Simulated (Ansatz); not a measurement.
Barrier HO + CH3 (SMILES [CH3]) via CH4O, on the benchmark's geometries as Psi4's copy gives them; open shells unrestricted, no zero-point energy, no spin–orbit coupling.
Transition structure (charge 0, multiplicity 3):
```
atom    x (Å)    y (Å)    z (Å)
----  -------  -------  -------
C      0.0003  -1.1423   0.0000
H     -1.0560  -1.3847   0.0000
H      0.5202  -1.4074   0.9124
H      0.5202  -1.4074  -0.9124
H      0.0116   0.1601   0.0000
O      0.0003   1.3616   0.0000
```

The values were computed with Ansatz (Gaussian basis) for Hartree–Fock, density functionals and correlated methods. 

The barrier height (kcal/mol) and the share of exact exchange:

```json
[
 {"functional": "PBE/def2-TZVPPD", "exact exchange (%)": "0", "value": "-0.49"},
 {"functional": "PBE0/def2-TZVPPD", "exact exchange (%)": "25", "value": "4.12"},
 {"functional": "BLYP/def2-TZVPPD", "exact exchange (%)": "0", "value": "1.65"},
 {"functional": "B3LYP/def2-TZVPPD", "exact exchange (%)": "20", "value": "4.49"},
 {"functional": "BHLYP/def2-TZVPPD", "exact exchange (%)": "50", "value": "8.93"},
 {"functional": "r2SCAN/def2-TZVPPD", "exact exchange (%)": "0", "value": "3.59"}
]
```

**Question.** Take the value as linear in the share of exact exchange along PBE and PBE0. Give the slope, say whether the sign turns, and set the other functionals against that line.

**Answer.** 
Slope: (4.12 − (-0.49))/2.5 = 1.84 kcal/mol for each 10 %. The line crosses zero at 3 %, where the sign would turn. At 50 % it gives 8.7 kcal/mol. The LYP pair gives (8.93 − (1.65))/5 = 1.46 for each 10 %. BHLYP, at 50 %, lies 0.2 from the PBE line. B3LYP, at 20 %, lies 1.3 from the PBE line. r2SCAN, with none, stands 4.1 from PBE.

Ansatz is an electronic-structure program.
